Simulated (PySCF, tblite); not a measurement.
**C₅H₉O radical: geometry, infrared bands and EPR parameters**

Wanted: the infrared bands and EPR parameters of C₅H₉O radical (`[CH2]/C=C(\C)OC`), by calculation.

Computed with tblite 0.8.0 and PySCF 2.14.0, with density-fitted response routines of our own, on a single molecule in the gas phase. Atoms are numbered from 0 throughout.

### 1 The molecule as given

15 atoms, charge 0, multiplicity 2; geometry from: force field or distance geometry start.

Bonds of the start (Å): C0–C1 1.43, C1–C2 1.35, C2–C3 1.52, C2–O4 1.37, O4–C5 1.42, C0–H6 1.09, C0–H7 1.08, C1–H8 1.10, C3–H9 1.10, C3–H10 1.09, C3–H11 1.09, C5–H12 1.10, C5–H13 1.09, C5–H14 1.09.

### 2 Relaxing the molecule with GFN2-xTB

Job settings and geometry (Å):

```
{"job": {"kind": "relax", "xc": "GFN2-xTB", "basis": "xTB"}, "charge": 0, "multiplicity": 2}
C     -2.006600    -1.049300    -0.145800
C     -0.614600    -0.788300     0.021200
C      0.029600     0.392300    -0.058400
C     -0.659200     1.710700    -0.383200
O      1.378400     0.583200     0.124700
C      2.190400    -0.539800     0.419500
H     -2.726100    -0.263500    -0.382600
H     -2.372900    -2.057800    -0.034600
H     -0.042300    -1.697000     0.262300
H     -0.500200     2.409500     0.450100
H     -0.232600     2.132700    -1.287400
H     -1.739900     1.619400    -0.526000
H      3.221400    -0.186400     0.534800
H      2.174400    -1.274200    -0.392100
H      1.895600    -0.983600     1.375600
```

Started as:

```sh
OMP_NUM_THREADS=1 python probes_run.py task.json out
```

The driver reads the jobs from task.json and runs them one after another.

**Question.** This job is followed by: GFN2-xTB harmonic vibrations, gas phase; UKS B3LYP, pcH-1 on C H O, non-relativistic, mean-field spin-orbit, GIAO. Predict these results of the whole session: strongest single infrared mode (GFN2-xTB); zero-point energy (GFN2-xTB); g(iso) (B3LYP); ⟨S²⟩; largest a(iso) (averaged by class); potential on the surface of density 0.002 e/bohr³, 1st and 99th percentile.

**Answer**, as computed:

| quantity | value |
| --- | --- |
| strongest single infrared mode (GFN2-xTB) | 1235 cm⁻¹, 206 km/mol |
| zero-point energy (GFN2-xTB) | 78.1 kcal/mol |
| g(iso) (B3LYP) | 2.00295 |
| ⟨S²⟩ | 0.770 (exact 0.75) |
| largest a(iso) (averaged by class) | 13C on C0, 52.9 MHz |
| potential on the surface of density 0.002 e/bohr³, 1st and 99th percentile | -1.08 V and 0.89 V |

In words: Over 17 steps the energy fell by 0.139 eV; of the close pairs, C0–C1 changed most, 1.426 to 1.370 Å. The lowest mode is imaginary (114i cm⁻¹), so the xTB geometry is not a minimum: the zero-point energy counts the real modes alone, and all values at this geometry belong to a saddle point. The strongest single mode, at 1235 cm⁻¹, is spread over many atoms; the largest shares are those of C2, O4. Unscaled tight-binding wavenumbers are off by several per cent, some by more. Its intensities can rank the bands wrongly. The largest spin populations lie on C0 (0.68 e), C2 (0.51 e). The isotropic g lies 0.6 ppt above the free-electron value. These values are for one conformer; the search (at its own cheap level) found 1 more, at 1.29 kcal/mol, and measured spectra average over such forms.
